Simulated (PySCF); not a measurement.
**Electron affinity of Si by level of theory**

Si⁻ [Ne] 3s2 3p3 (4S) → Si [Ne] 3s2 3p2 (3P), as a difference of total energies. All numbers are calculated (PySCF 2.14, no relativity, point nucleus, in aug-cc-pwCVTZ (8s7p5d3f, 75 functions)). Correlated levels: nothing frozen. The calculations carry no spin-orbit coupling.

```csv
method,electron affinity (eV)
UHF,0.852
MP2 (all electrons),1.382
SCS-MP2 (all electrons),1.203
CCSD (all electrons),1.320
CCSD(T) (all electrons),1.378
```

How much does correlation contribute at CCSD(T) (all electrons)?

1.378 − (0.852) = 0.526 eV, measured against UHF.

A first-order spin-orbit estimate (lowest level to lowest level, LS coupling) adds -0.016 eV.

Errors of the correlated levels include the incompleteness of this basis.

For comparison: 1.390 eV (measured; photodetachment measurements, as compiled on the Wikipedia data page of electron affinities).
